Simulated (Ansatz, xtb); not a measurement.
**A geometry optimisation of CHOP with r2SCAN-D4/def2-SVP**

The starting geometry of this gas-phase singlet has its atoms placed at random.

```xyz
4

C    -0.7101   -0.7321    0.9889
O    -1.6018    0.9762    0.3283
P     1.4923    0.4296    0.5326
H     1.1694   -0.7275   -0.3599
```

Guess where an optimisation with r2SCAN-D4/def2-SVP ends from this start.

It ends as a structure given below by its coordinates. Contacts that close: C1–O2 (2.04 → 1.23 Å), C1–P3 (2.53 → 1.95 Å), O2–P3 (3.15 → 1.88 Å).

The energy falls by 8.65 eV over 10 steps:

```tsv
step	E − E(last) (eV)
1	8.650
2	5.479
3	1.772
4	0.591
5	0.181
6	0.047
7	0.005
8	0.000
9	0.000
10	0.000
```

Final geometry (Å):

| atom | x (Å) | y (Å) | z (Å) |
| --- | --- | --- | --- |
| C | -0.8002 | -0.3768 | 1.0746 |
| O | -0.8988 | 0.5562 | 0.2743 |
| P | 0.9459 | 0.3542 | 0.6050 |
| H | 1.1029 | -0.5876 | -0.4641 |

From the same start GFN2-xTB reaches the same bonding as this run.

From so rough a start the end depends on the optimiser's path, so another program may land elsewhere. No frequencies were run, so the end isn't proven a minimum. Run with Ansatz 0.2.0, 13 s on 1 thread of Intel(R) Xeon(R) Platinum 8259CL CPU @ 2.50GHz (Skylake/Cascade Lake), on a shared host.
